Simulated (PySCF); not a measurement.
## Löwdin shares of the frontier orbitals

Compound: C3H2FP.
Atom-mapped SMILES: `[CH:1]#[C:2]/[P:3]=[CH:4]/[F:5]` (hydrogens: H6 on C1; H7 on C4)

The calculation used PySCF, TDDFT PBE0/def2-SVPD, vertical, gas phase, core orbitals frozen in the response. Geometry: GFN2-xTB; no solvent, vibrations or thermal averaging.

Kohn–Sham orbitals with the atoms that hold most of them (Löwdin shares over 4%, at most four atoms; ? is withheld):

```
orbital  ε (eV)                           atoms
 LUMO+2    0.56  C4 32%, P3 21%, F5 16%, H7 11%
 LUMO+1   -0.09   C1 30%, P3 26%, C2 26%, C4 7%
   LUMO   -2.16   C4 35%, P3 34%, C2 11%, F5 9%
   HOMO       ?                               ?
 HOMO-1   -8.17                               ?
 HOMO-2   -9.52   C2 38%, C1 28%, P3 19%, C4 8%
 HOMO-3   -9.60  P3 36%, C2 28%, C1 17%, C4 10%
```

Problem. Give the leading atoms of the HOMO-1.

Solution. P3 (bonded to 2 C) 31%; C2 (bonded to C and P) 28%; C1 (bonded to C and H) 27%; C4 (bonded to F, P and H) 8%. By element: carbon 63%, phosphorus 31%.

Problem. Give the leading atoms of the HOMO.

Solution. C4 (bonded to F, P and H) 27%; P3 (bonded to 2 C) 25%; C1 (bonded to C and H) 17%; C2 (bonded to C and P) 16%. By element: carbon 60%, phosphorus 25%.

Problem. What is the HOMO energy, and the HOMO–LUMO gap?

Solution. ε(HOMO) = -7.27 eV; the gap is 5.11 eV (0.1880 hartree).

Problem. The HOMO–LUMO gap is 5.11 eV. Where does the response calculation put the lowest singlet, and from which orbitals?

Solution. S1 is at 4.56 eV (f = 0.0040), 0.55 eV below the gap, made of HOMO-1→LUMO (98%). Its leading pair isn't HOMO and LUMO; the energies of that pair differ by 6.01 eV. Without the coupling terms of the response equations the lowest excitation would equal the gap.

Problem. Give energy, strength and leading configuration of S1, S2, S3 and S6, and follow the Löwdin shares of the leading atoms from the occupied to the empty orbital.

Solution. 
- S1 (4.56 eV, f 0.0040), HOMO-1→LUMO (98%): P3 31% → 34%, C2 28% → 11%, C4 8% → 35%
- S2 (4.73 eV, f 0.155), HOMO→LUMO (89%): C4 27% → 35%, P3 25% → 34%
- S3 (5.53 eV, f 0.0002), HOMO→LUMO+1 (94%): C4 27% → 7%, P3 25% → 26%, C1 17% → 30%
- S6 (6.36 eV, f 0.069), HOMO-2→LUMO (84%): C2 38% → 11%, C1 28% → at most 9%, C4 8% → 35%, P3 19% → 34%

Löwdin shares depend on the basis, the more so with diffuse functions.

Rough CPU time on one thread of a shared machine: about 20 s.
